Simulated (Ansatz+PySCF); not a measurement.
Values are calculated unless marked as measured or tabulated.
Input for PySCF 2.14.0:

```python
from pyscf import gto, scf

mol = gto.M(atom="""
O 0.000000 0.000000 -0.119660
H 0.000000 1.508350 1.076960
H 0.000000 -0.754170 0.478650
""", basis='cc-pvdz', charge=0, spin=0)
mf = scf.RHF(mol)
mf.init_guess = 'huckel'
mf.kernel()
while True:  # follow internal instabilities
    mo, _, stable, _ = mf.stability(return_status=True)
    if stable: break
    mf.kernel(mf.make_rdm1(mo, mf.mo_occ))
print(mf.converged, mf.e_tot, mf.spin_square()[0])
```

The script is written out from the run's settings.

Output:

```
Converged                       : yes
Total energy                    : -75.81030 hartree
Spin squared of the determinant : 0.000
```

Caution: an unrestricted determinant lies well below.
